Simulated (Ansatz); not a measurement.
**Worked example: Ge2H⁺ (H-bridged), triplet against Ge2H (H-bridged), doublet**

Geometry (PBE0/def2-TZVP stationary point of a doublet), kept for both states (Ge2H (H-bridged), doublet: B1; Ge2H⁺ (H-bridged), triplet: B1):

```json
{"atom": "Ge", "x (Å)": "0.0000", "y (Å)": "-0.4466", "z (Å)": "1.1824"}
{"atom": "Ge", "x (Å)": "0.0000", "y (Å)": "-0.4466", "z (Å)": "-1.1824"}
{"atom": "H", "x (Å)": "0.0000", "y (Å)": "0.8933", "z (Å)": "0.0000"}
```

Basis cc-pVTZ; Ansatz 0.2.0. Correlated methods freeze the noble-gas cores and the filled d shells of p-block atoms. Prefix R: restricted or restricted open-shell reference; prefix U: unrestricted. No spin–orbit coupling is included, and no scalar relativity.

Full CI isn't at hand for all of this; UCCSDT(Q) serves as the reference, and is uncertain by about the last step of the cluster series.

```json
{"level": "UHF", "E(Ge2H (H-bridged), doublet) (hartree)": "-4151.341891", "E(Ge2H⁺ (H-bridged), triplet) (hartree)": "-4151.092897"}
{"level": "UMP2", "E(Ge2H (H-bridged), doublet) (hartree)": "-4151.520139", "E(Ge2H⁺ (H-bridged), triplet) (hartree)": "-4151.240259"}
{"level": "UCCSD(T)", "E(Ge2H (H-bridged), doublet) (hartree)": "-4151.558895", "E(Ge2H⁺ (H-bridged), triplet) (hartree)": "-4151.278338"}
{"level": "PBE", "E(Ge2H (H-bridged), doublet) (hartree)": "-4154.004594", "E(Ge2H⁺ (H-bridged), triplet) (hartree)": "-4153.724798"}
{"level": "B3LYP", "E(Ge2H (H-bridged), doublet) (hartree)": "-4154.726801", "E(Ge2H⁺ (H-bridged), triplet) (hartree)": "-4154.443660"}
{"level": "UCCSDT(Q)", "E(Ge2H (H-bridged), doublet) (hartree)": "-4151.561120", "E(Ge2H⁺ (H-bridged), triplet) (hartree)": "-4151.280543"}
```

Problem. Give the vertical gap, Ge2H⁺ (H-bridged) triplet less Ge2H (H-bridged) doublet, at each level in eV (1 hartree = 27.2114 eV), and each error against UCCSDT(Q).

Solution. UCCSDT(Q): (-4151.280543 − (-4151.561120)) × 27.2114 = 7.635 eV (the reference)
B3LYP: (-4154.443660 − (-4154.726801)) × 27.2114 = 7.705 eV, error 0.070 eV
PBE: (-4153.724798 − (-4154.004594)) × 27.2114 = 7.614 eV, error -0.021 eV
UCCSD(T): (-4151.278338 − (-4151.558895)) × 27.2114 = 7.634 eV, error -0.001 eV
UMP2: (-4151.240259 − (-4151.520139)) × 27.2114 = 7.616 eV, error -0.019 eV
UHF: (-4151.092897 − (-4151.341891)) × 27.2114 = 6.775 eV, error -0.860 eV

Total energies of functionals can't be set beside those of wave-function methods, since they hold the core's correlation and their own absolute errors; only the differences compare.

The reference still carries a basis error, for a change of charge of the order of 0.1 eV, so smaller errors of functionals can't be ranked.

Each level lands on the state that its own search finds. T1 diagnostics of restricted CCSD: 0.019 and 0.030.
